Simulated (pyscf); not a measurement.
Optimised with ωB97X-D3(BJ)/def2-SVP in PySCF. Correlated levels are frozen-core, on RHF or UHF. ΔMP2 is the change of the MP2 total energy from the triple- to the quadruple-zeta basis.

SMILES: C#C[SiH3]
```xyz
7

C     -1.1828     0.8765    -1.7008
C     -1.0892     0.2269    -0.6794
Si    -0.9455    -0.7590     0.8700
H     -1.2661     1.4529    -2.6072
H     -0.9874     0.1562     2.0433
H     -2.0771    -1.7229     0.9488
H      0.3438    -1.5030     0.8638
```
Charge 0, spin multiplicity 1.

Q: How much does it cost (ΔH, 298 K, CCSD(T)/def2-TZVPP + ΔMP2(QZVPP)) to split `[CH]#[C][SiH3]` at its C–Si bond into •C≡CH + SiH₃•?

A: C–Si to •C≡CH + SiH₃•: 5.52 eV. The radicals are drawn with the spin at the cut bond; how far it spreads was not checked. The CCSD(T) − MP2 part came from Ansatz, without density fitting, on the same reference. An open-shell T1 diagnostic exceeds 0.045. A UHF reference is spin-contaminated (<S²> up to 1.15), which harms MP2 most. C₂H has a Π state close over its Σ ground state, and the state reached was not checked.
